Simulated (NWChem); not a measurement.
System: BF3; SMILES FB(F)F

```xyz
4

B      0.0000     0.0000    -0.0023
F     -0.3492    -1.2763     0.0004
F     -0.9307     0.9406     0.0004
F      1.2799     0.3357     0.0004
```
Atoms are numbered in this order, from 1.

Geometry: optimised at PBE-D3(BJ)/def2-SVP.

 States above −ε(HOMO) = 10.1 eV lie in this functional's continuum and hang on the basis.

Problem. List the 4 lowest vertical singlet excitations from PBE/6-31+G* (spherical d), TDA (NWChem).

Solution. 
```tsv
state	energy (eV)	oscillator strength	leading excitation (squared amplitude)
S1	9.32	0.000	HOMO → LUMO (1.00)
S2	9.54	0.000	HOMO → LUMO+1 (1.00)
S3	10.25	0.000	HOMO−1 → LUMO (0.99)
S4	10.25	0.000	HOMO−2 → LUMO (0.99)
```
